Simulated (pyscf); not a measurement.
Structures and frequencies: ωB97X-D3(BJ)/def2-SVP in PySCF.

Task: Estimate by transition-state theory the rate constant of [HS–Ga–Cl]• + hydrogen chloride (HCl) → H₂S + [Cl–Ga–Cl]• (doublet surface; Ga–S, Cl–H broken, H–S, Cl–Ga formed) at 1200 K, with ωB97M-D3(BJ)/def2-TZVP energies (ideal gas, 1 atm, RRHO with modes under 100 cm⁻¹ raised to 100, one conformer, R ln 2 for chiral ones without a mode under 150 cm⁻¹; no tunnelling).

Result: The electronic barrier is 1.6 kcal/mol and the thermal terms add +40.6, so ΔG‡ = 42.2 kcal/mol. With k_BT/h = 2.50e+13 s⁻¹ and RT = 2.385 kcal/mol, and a volume of 1.64e-19 cm³ per molecule at 1 atm, k = 8.5e-14 cm³ molecule⁻¹ s⁻¹. Wigner's tunnelling factor for 724i cm⁻¹ would be 1.03. A shift of 1 kcal/mol in the barrier changes k by a factor 1.5. On the reactant side the descent ends in a complex, 5.9 kcal/mol under the separated species and 5.9 kcal/mol under the saddle at ωB97X-D3(BJ)/def2-TZVP. On the product side the descent ends in an adduct with a Ga–S contact, 13.1 kcal/mol under the separated species and 18.5 kcal/mol under the saddle at ωB97X-D3(BJ)/def2-TZVP. What is counted as broken (Ga–S) persists as a longer contact in the product adduct; parting that adduct is a step of its own. One saddle was located; it need not be the lowest between these sides. Elements up to Kr have no core potential and no relativistic terms here.
